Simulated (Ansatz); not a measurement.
Ansatz input

```yaml
crystal:
  lattice:
    - [3.4647278662, 0.0, 0.0]
    - [-1.7323639331, 3.0005423493, 0.0]
    - [0.0, 0.0, 5.6004099295]
  atoms:
    - { symbol: Dy, position: [0.3333333333, 0.6666666667, 0.25], spin: 4.695 }
    - { symbol: Dy, position: [0.6666666667, 0.3333333333, 0.75], spin: -4.695 }
hamiltonian:
  xc: mr2scan
  pseudopotentials:
    kind: paw
    azcp:
      Dy: "pseudopotentials/Dy.paw.azcp"
basis:
  ecutwfc: 500
  fft_grid_basis: typed
kpoints:
  mp_grid: { grid: [13, 13, 7], shift: [0, 0, 0] }
magnetization:
  spin_polarized: true
scf:
  occupations: { method: fermi_dirac, width: 0.05 }
output:
  stress: true
```

and its output:

```
Engine: ansatz 0.2.0, x86_64-unknown-linux-gnu
Pseudopotentials: kind: paw
Pseudopotential: Dy, paw, valence charge 20, recommended cutoff 500 eV (meta_gga) 
Functional definition: m-r2SCAN
  exchange = m_r2scan_x
  correlation = m_r2scan_c
Crystal: 2 atoms, lattice volume = 58.222 Å³
Basis set: ecut = 500 eV, 1473 PW (Γ), exchange–correlation on 108×108×180 points (64 copies of the dense FFT grid, shifted against one another)
Bands: 30, of which v1, the nominal top of the filled ones, is band 20 counted from 1 (19 counted from 0)
Symmetry: 12 space group operations
Space group: P-6m2 (ITA 187), of the structure as read, at distance tolerance 3.9e-5 Å
Magnetic group: BNS 194.267 (UNI 1497), of the structure as read, at distance tolerance 3.9e-5 Å
k-points: 84 of 1183 (time reversal used)
Non-local potential: Dy, projectors of the file, l = 0: 3, l = 1: 2, l = 2: 2, l = 3: 3
PAW form: soft (Blöchl's): semilocal exchange-correlation on the pseudo side does not see the compensation charge
PAW frozen core: Dy, regenerated for the run's functional (the file was generated under x = pbe(κ = 0.804, μ = 0.2195149727645171), c = pbe(β = 0.06672455060314922))
PAW one-centre angular grid: Dy, 2702 points (default); XC on 160 Gauss nodes
Initial density: superposition of atomic densities (chi_scale 0.1, normalization cell)
Starting moments: Σ|m| = 9.39 μB on 2 of 2 sites
Starting magnetic order: antiferromagnet; an inversion exchanges its spin sublattices: spin-degenerate at every k-point
Initial wavefunctions: pseudopotential atomic-orbital guess
Functional: x = mr2scan, c = mr2scan; τ floored in thin density (d = 2e-4 eV/Å³)
iter 1 solved again at ethr=1.73e-3 eV; its pass at ethr=3.10e-3 eV (dr2=6.91e-1 eV) is discarded
SCF iter   1: F=—  HF=-21230.672574 eV  |F-HF|=—  |Δ(HF+E_count)|=         —  Δρ=2.82e-2 (↑2.82e-2 ↓2.82e-2)  dr2=6.43e-1  dr2_τ=7.70e-3  dr2_m=2.06e-1  M=0.000 μB ∫|m|=9.534 μB  β_m=0.30  ethr=1.73e-3  ⟨swp⟩=2.5  Hψ=27405  notcnv=0
Mixer restart at iter 1: flushing history
spin=Collinear: Kerker preconditioning applied to the charge; magnetization (m = ρ↑ − ρ↓) channel mixes plain (no charge-response kernel on spin).
SCF iter   2: F=—  HF=-21231.302914 eV  |F-HF|=—  |Δ(HF+E_count)|=   6.30e-1  Δρ=2.02e-2 (↑2.02e-2 ↓2.02e-2)  dr2=3.42e-1  dr2_τ=2.77e-3  dr2_m=9.72e-2  M=0.000 μB ∫|m|=9.528 μB  β_m=0.30  ethr=1.61e-3  ⟨swp⟩=4.0  Hψ=10790  notcnv=0  defer=40  κ⁻¹=1.0e0(r=1)
SCF iter   3: F=—  HF=-21232.239697 eV  |F-HF|=—  |Δ(HF+E_count)|=   9.37e-1  Δρ=9.89e-3 (↑9.89e-3 ↓9.89e-3)  dr2=7.90e-2  dr2_τ=2.11e-3  dr2_m=2.50e-2  M=0.000 μB ∫|m|=9.557 μB  β_m=0.30  ethr=8.54e-4  ⟨swp⟩=3.4  Hψ=11026  notcnv=0  defer=36  κ⁻¹=1.2e-1(r=2)
SCF iter   4: F=—  HF=-21232.552620 eV  |F-HF|=—  |Δ(HF+E_count)|=         —  Δρ=8.86e-3 (↑8.86e-3 ↓8.86e-3)  dr2=4.45e-2  dr2_τ=4.15e-4  dr2_m=2.00e-2  M=0.000 μB ∫|m|=9.670 μB  β_m=1.00  ethr=1.98e-4  ⟨swp⟩=4.0  Hψ=10994  notcnv=0  defer=36
...
spin=Collinear: Kerker preconditioning applied to the charge; magnetization (m = ρ↑ − ρ↓) channel mixes plain (no charge-response kernel on spin).
SCF iter   2: F=-21232.722295 eV  HF=-21232.722962 eV  |F-HF|=6.67e-4  |Δ(HF+E_count)|=   5.17e-6  Δρ=7.34e-4 (↑7.34e-4 ↓6.66e-4)  dr2=6.37e-4  dr2_τ=1.34e-7  dr2_m=1.25e-4  M=0.134 μB ∫|m|=9.648 μB  ethr=2.50e-6  ⟨swp⟩=1.6  Hψ=144278  notcnv=0
SCF iter   3: F=-21232.739845 eV  HF=-21232.772145 eV  |F-HF|=3.23e-2  |Δ(HF+E_count)|=   4.92e-2  Δρ=7.80e-3 (↑1.10e-3 ↓7.80e-3)  dr2=3.12e-2  dr2_τ=1.48e-5  dr2_m=8.36e-3  M=-0.048 μB ∫|m|=9.584 μB  ethr=2.50e-6  ⟨swp⟩=1.8  Hψ=128201  notcnv=0
SCF iter   4: F=-21232.767261 eV  HF=-21232.772323 eV  |F-HF|=5.06e-3  |Δ(HF+E_count)|=   1.78e-4  Δρ=2.67e-3 (↑2.67e-3 ↓6.72e-4)  dr2=4.83e-3  dr2_τ=3.18e-6  dr2_m=9.64e-4  M=0.029 μB ∫|m|=9.625 μB  ethr=2.50e-6  ⟨swp⟩=1.2  Hψ=108235  notcnv=0
SCF iter   5: F=-21232.772263 eV  HF=-21232.772285 eV  |F-HF|=2.16e-5  |Δ(HF+E_count)|=   3.85e-5  Δρ=6.70e-5 (↑6.70e-5 ↓6.06e-5)  dr2=2.40e-5  dr2_τ=6.09e-8  dr2_m=8.00e-7  M=0.001 μB ∫|m|=9.647 μB  ethr=2.50e-6  ⟨swp⟩=1.0  Hψ=76136  notcnv=0
SCF iter   6: F=-21232.772285 eV  HF=-21232.772285 eV  |F-HF|=4.39e-7  |Δ(HF+E_count)|=   3.99e-7  Δρ=2.30e-5 (↑7.99e-6 ↓2.30e-5)  dr2=4.76e-7  dr2_τ=1.28e-9  dr2_m=8.16e-8  M=0.000 μB ∫|m|=9.648 μB  ethr=7.01e-8  ⟨swp⟩=1.3  Hψ=77039  notcnv=0
SCF iter   7: F=-21232.772285 eV  HF=-21232.772285 eV  |F-HF|=5.37e-8  |Δ(HF+E_count)|=   2.11e-8  Δρ=7.16e-6 (↑5.92e-6 ↓7.16e-6)  dr2=5.74e-8  dr2_τ=2.44e-11  dr2_m=1.16e-8  M=-0.000 μB ∫|m|=9.649 μB  ethr=2.50e-10  ⟨swp⟩=2.3  Hψ=98082  notcnv=0
SCF iter   8: F=-21232.772285 eV  HF=-21232.772285 eV  |F-HF|=8.07e-8  |Δ(HF+E_count)|=   2.70e-9  Δρ=9.52e-6 (↑9.52e-6 ↓5.24e-6)  dr2=7.70e-8  dr2_τ=2.14e-11  dr2_m=1.49e-8  M=0.000 μB ∫|m|=9.649 μB  ethr=2.50e-10  ⟨swp⟩=1.2  Hψ=76433  notcnv=0
SCF iter   9: F=-21232.772285 eV  HF=-21232.772285 eV  |F-HF|=8.07e-8  |Δ(HF+E_count)|=  7.28e-12  Δρ=9.52e-6 (↑9.52e-6 ↓5.24e-6)  dr2=7.70e-8  dr2_τ=2.14e-11  dr2_m=1.49e-8  M=0.000 μB ∫|m|=9.649 μB  ethr=2.50e-10  ⟨swp⟩=1.2  Hψ=76307  notcnv=0
SCF iter  10: F=-21232.772285 eV  HF=-21232.772285 eV  |F-HF|=8.07e-8  |Δ(HF+E_count)|=  3.64e-12  Δρ=9.52e-6 (↑9.52e-6 ↓5.24e-6)  dr2=7.70e-8  dr2_τ=2.14e-11  dr2_m=1.49e-8  M=0.000 μB ∫|m|=9.649 μB  ethr=1.92e-10  ⟨swp⟩=1.2  Hψ=76665  notcnv=0
SCF 6 converged in 10 iterations: F = -21232.772285 eV  dr2 = 7.70e-8
iter 1 solved again at ethr=1.94e-10 eV; its pass at ethr=3.10e-3 eV (dr2=7.75e-8 eV) is discarded
SCF iter   1: F=-21232.772285 eV  HF=-21232.772285 eV  |F-HF|=8.13e-8  |Δ(HF+E_count)|=         —  Δρ=9.52e-6 (↑9.52e-6 ↓5.25e-6)  dr2=7.76e-8  dr2_τ=2.25e-11  dr2_m=1.48e-8  M=0.000 μB ∫|m|=9.649 μB  β_m=0.30  ethr=1.94e-10  ⟨swp⟩=1.3  Hψ=163309  notcnv=0
spin=Collinear: Kerker preconditioning applied to the charge; magnetization (m = ρ↑ − ρ↓) channel mixes plain (no charge-response kernel on spin).
SCF iter   2: F=-21232.772273 eV  HF=-21232.772285 eV  |F-HF|=1.26e-5  |Δ(HF+E_count)|=   1.22e-7  Δρ=1.00e-4 (↑1.00e-4 ↓9.10e-5)  dr2=1.20e-5  dr2_τ=2.22e-9  dr2_m=2.38e-6  M=-0.001 μB ∫|m|=9.649 μB  β_m=1.20  ethr=1.94e-10  ⟨swp⟩=7.5  Hψ=134289  notcnv=0  κ⁻¹=1.0e0(r=1)
SCF iter   3: F=-21232.772285 eV  HF=-21232.772285 eV  |F-HF|=1.45e-8  |Δ(HF+E_count)|=   1.23e-7  Δρ=5.28e-6 (↑3.22e-6 ↓5.28e-6)  dr2=1.28e-8  dr2_τ=1.80e-11  dr2_m=6.18e-9  M=-0.000 μB ∫|m|=9.649 μB  ethr=1.94e-10  ⟨swp⟩=2.9  Hψ=118885  notcnv=0
SCF 7 converged in 3 iterations: F = -21232.772285 eV  dr2 = 1.28e-8
iter 1 solved again at ethr=3.20e-11 eV; its pass at ethr=2.50e-6 eV (dr2=1.28e-8 eV) is discarded
SCF iter   1: F=-21232.772285 eV  HF=-21232.772285 eV  |F-HF|=1.45e-8  |Δ(HF+E_count)|=         —  Δρ=5.28e-6 (↑3.22e-6 ↓5.28e-6)  dr2=1.28e-8  dr2_τ=1.79e-11  dr2_m=6.18e-9  M=-0.000 μB ∫|m|=9.649 μB  ethr=3.20e-11  ⟨swp⟩=1.0  Hψ=198488  notcnv=0
spin=Collinear: Kerker preconditioning applied to the charge; magnetization (m = ρ↑ − ρ↓) channel mixes plain (no charge-response kernel on spin).
SCF iter   2: F=-21232.771512 eV  HF=-21232.772291 eV  |F-HF|=7.79e-4  |Δ(HF+E_count)|=   5.51e-6  Δρ=7.66e-4 (↑7.39e-4 ↓7.66e-4)  dr2=7.41e-4  dr2_τ=1.47e-7  dr2_m=1.45e-4  M=-0.011 μB ∫|m|=9.648 μB  ethr=2.50e-6  ⟨swp⟩=1.6  Hψ=128941  notcnv=0
```

The calculation hadn't finished when its time ran out.

With an open f shell the SCF can settle in more than one state.
